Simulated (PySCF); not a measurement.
Species: C₅H₅S (charge +1).
Geometry (PBE0-D3(BJ)/def2-SVP, Å), atoms numbered from 1 in this order:
```
atom  x, y, z in Å
C1    -0.314    1.106   -0.126
C2    -1.314    0.130   -0.061
C3    -1.031   -1.215    0.085
S4     0.528   -1.846    0.199
C5     1.518   -0.487    0.093
C6     1.050    0.805   -0.051
H7    -0.612    2.152   -0.241
H8    -2.364    0.429   -0.126
H9    -1.821   -1.971    0.135
H10    2.588   -0.712    0.150
H11    1.783    1.614   -0.108
```

Definitions: NICS(0) = −σiso at the ring centroid; NICS(1) = −σiso and NICS(1)zz = −σzz at ±1 Å along the ring normal z. Level: GIAO PBE0/pcSseg-1 (PySCF, non-relativistic, gas phase) on the PBE0-D3(BJ)/def2-SVP geometry, one conformer.

Ring bond lengths (Å), with Mayer bond orders in brackets: C1–C2 1.399 (1.39), C2–C3 1.382 (1.45), C3–S4 1.685 (1.30), S4–C5 1.685 (1.30), C5–C6 1.382 (1.45), C6–C1 1.399 (1.39).

Task: What do the NICS probes read (ppm)?

Result: 
```json
{"ring": "C1–C2–C3–S4–C5–C6", "type": "6-membered ring with S; formal bonds all aromatic", "NICS(0)": "-7.6", "NICS(1), two faces": "-10.9 / -10.9", "NICS(1)zz, two faces": "-26.4 / -26.4", "rms pucker (Å)": "0.00", "centre to ring atoms, mean (Å)": "1.48"}
```

Task: What can be read from them?

Result: 
- C1–C2–C3–S4–C5–C6: mean NICS(1)zz -26.4 ppm, shielded. The ring is flat and has no four-coordinate atom; by the NICS criterion it is aromatic.

Task: How equal are the bonds by HOMA? HOMA takes Krygowski's 1993 parameters.

Result: 
- C1–C2–C3–S4–C5–C6: HOMA 0.98; the largest term is that of C6–C1, α(R − Ropt)² = 0.03. The geometric and the magnetic index point the same way.

Task: Give the inner angles of the rings and the Hirshfeld charges of the ring atoms.

Result: 
- C1–C2–C3–S4–C5–C6: C1 123.0° (+0.054 e), C2 122.5° (+0.018 e), C3 124.1° (+0.022 e), S4 103.7° (+0.347 e), C5 124.1° (+0.022 e), C6 122.5° (+0.018 e); sum 720.0° against 720° for a flat convex ring.

Task: How do the values depend on the level or the medium?

Result: 
```json
{"level": "PBE0/pcSseg-1, gas", "NICS(0), C1–C2–C3–S4–C5–C6": "-7.6", "mean NICS(1)zz, C1–C2–C3–S4–C5–C6": "-26.4"}
{"level": "wB97X-D/pcSseg-2, gas", "NICS(0), C1–C2–C3–S4–C5–C6": "-7.7", "mean NICS(1)zz, C1–C2–C3–S4–C5–C6": "-26.7"}
```

The geometry is the same throughout.
